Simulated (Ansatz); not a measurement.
Input file:

```yaml
crystal:
  periodic: [false, false, false]
  atoms:
    - {symbol: Cl, position_ang: [0.000000, -0.101777, 2.160962]}
    - {symbol: B, position_ang: [0.000000, 0.791619, 0.686080]}
    - {symbol: Ge, position_ang: [0.000000, -0.078196, -1.122868]}
    - {symbol: H, position_ang: [0.000000, 0.724557, -2.445252]}
basis:
  gaussian: {orbitals: STO-3G}
magnetization: {spin_polarized: true, initial_magnetization: 1}
correlation: {method: ccsdt, electrons: valence}
```

```sh
$ ansatz run in.yaml --threads 1 --pin off --events-out ev --progress --plain --max-ram 2393MiB
```

Log:

```
486 factors; integrals over basis functions are off by at most 4.3e-8 eV
mean field evaluation 1: about -68874.4020 eV, gradient 1.3e1 eV
mean field evaluation 2: about -68874.4282 eV, gradient 1.3e1 eV
mean field evaluation 4: about -68876.0489 eV, gradient 1.5e0 eV
mean field evaluation 8: about -68876.0777 eV, gradient 1.6e-1 eV
mean field evaluation 16: about -68877.2207 eV, gradient 1.2e-5 eV
mean field evaluation 32: about -68874.4015 eV, gradient 1.3e1 eV
mean field evaluation 64: about -68875.6600 eV, gradient 1.2e0 eV
mean field evaluation 96: about -68874.1397 eV, gradient 1.2e1 eV
mean field evaluation 128: about -68873.0006 eV, gradient 1.1e1 eV
mean field evaluation 160: about -68876.7486 eV, gradient 1.5e-2 eV
...
cycle  33  -3.78871144 eV  change    8.3e-6 eV  update   1.6e-5
cycle  34  -3.78870605 eV  change    5.4e-6 eV  update   1.8e-5
cycle  35  -3.78870397 eV  change    2.1e-6 eV  update   1.3e-5
cycle  36  -3.78870352 eV  change    4.5e-7 eV  update   7.0e-6
cycle  37  -3.78870412 eV  change   -6.0e-7 eV  update   5.9e-6
cycle  38  -3.78870578 eV  change   -1.7e-6 eV  update   6.0e-6
cycle  39  -3.78870626 eV  change   -4.8e-7 eV  update   5.2e-6
cycle  40  -3.78870666 eV  change   -4.0e-7 eV  update   4.5e-6
cycle  41  -3.78870699 eV  change   -3.3e-7 eV  update   3.2e-6
cycle  42  -3.78870703 eV  change   -4.4e-8 eV  update   2.0e-6
Total energy: -68879.89918887 eV, -2531.2896067185 hartree
```

Ran on 1 thread of Intel Xeon Platinum 8488C, shared host: 8.5 s wall, 0.2 GiB peak host memory.
